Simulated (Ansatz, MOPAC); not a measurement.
Enthalpy of formation at 298 K: 6 cases among organics with nitrogen, in kcal/mol, species as SMILES. Terms: valence correlation only; non-relativistic; spin-orbit terms left out; no dispersion term unless named; open shells spin-unrestricted; PM7 with its own dispersion and hydrogen-bond terms; 6-31G* and kin with 6d, 5d where marked; LANL2DZ all-electron up to Ne; 6-311+G** with 5d. Ab initio and DFT rows: single points at B3LYP-D3(BJ) geometries (Ansatz, an electronic-structure program), with unscaled harmonic terms from B3LYP/6-31G* (Ansatz) at its own minima, enthalpies of formation by atomisation with measured atoms. Semi-empirical rows: MOPAC heats of formation at their own minima for 298 K. The Hartree-Fock reference of C=CC#N is unstable towards a lower, spin-broken solution.

Measured values: Active Thermochemical Tables 1.112 (ions: stationary electron), as tabulated in the package chemicals; CRC Handbook, as tabulated in the package chemicals; G2/97 table in ASE (Curtiss et al.); they hold spin-orbit and core effects, anharmonicity and other conformers. For NC1CCC1 (enthalpy of formation at 298 K) the tabulated value and CCSD(T)/CBS(aug-cc-pVTZ,aug-cc-pVQZ) (Ansatz) part by 4.8 kcal/mol: another conformer or state, missing terms or a fault of the table's entry are possible. 

```tsv
species	atoms	measured	error of PM7 (MOPAC)	error of HF/6-311+G** (Ansatz)	error of B3LYP/LANL2DZ (Ansatz)	error of B3LYP/6-31+G* (Ansatz)	error of MP2/6-31G* (Ansatz)	error of PBE/def2-TZVPD (Ansatz)	error of B3LYP/def2-TZVPD (Ansatz)
C=N (CH3N)	5	21.2	1.6	143.8	24.8	3.9	44.1	-12.0	-1.5
CC#N	6	18.0	0.2	187.1	35.0	7.6	39.8	-18.8	0.7
CN (CH5N) [methanamine]	7	-5.0	1.6	169.5	19.5	4.6	64.6	-7.4	-0.3
C=CC#N	7	43.2	0.6	235.7	47.6	13.2	45.8	-26.0	3.3
CCN	10	-11.3	0.0	241.0	27.3	8.2	84.8	-11.4	2.3
C1(N)CCC1	14	9.8	-4.6	363.9	50.2	19.9	108.9	-22.7	11.6
```

```
level                      cases  mean signed error  mean absolute error  median absolute error  largest absolute error
-------------------------  -----  -----------------  -------------------  ---------------------  ----------------------
PM7 (MOPAC)                    6              -0.10                 1.43                   1.10                     4.6
HF/6-311+G** (Ansatz)          6             223.50               223.50                 211.40                   363.9
B3LYP/LANL2DZ (Ansatz)         6              34.07                34.07                  31.15                    50.2
B3LYP/6-31+G* (Ansatz)         6               9.57                 9.57                   7.90                    19.9
MP2/6-31G* (Ansatz)            6              64.67                64.67                  55.20                   108.9
PBE/def2-TZVPD (Ansatz)        6             -16.38                16.38                  15.40                    26.0
B3LYP/def2-TZVPD (Ansatz)      6               2.68                 3.28                   1.90                    11.6
```

PM7 lies above in 4 of 6 cases and within 2 kcal/mol in 5; mean signed error -0.10 kcal/mol, mean absolute 1.43 kcal/mol (1.00 over the 4 cases of up to 7 atoms, 2.30 over the larger). These figures hold for the species listed. A straight line through its errors against the number of atoms has a slope of -0.64 kcal/mol an atom.

How the rows were picked: cases drawn at random among the computed members of the class that have a tabulated value. The batch they came from held 16 cases of this property in the class: 15 with a tabulated value, 0 with clean coupled cluster alone, 1 with neither, which enter no statistics. The levels are drawn from those run on every case listed, the commonest habits more often. No case is left out for the size of its miss. Left out are saddle points of the reference geometry, anions that the best level run finds unbound, excited spin states, species near biochemistry, 298 K rows of species without real B3LYP wavenumbers, cases with under five habitual levels, runs that failed or that the program found above a lower state of the same kind, table entries that another table contradicts, and a share of species set aside by lot.
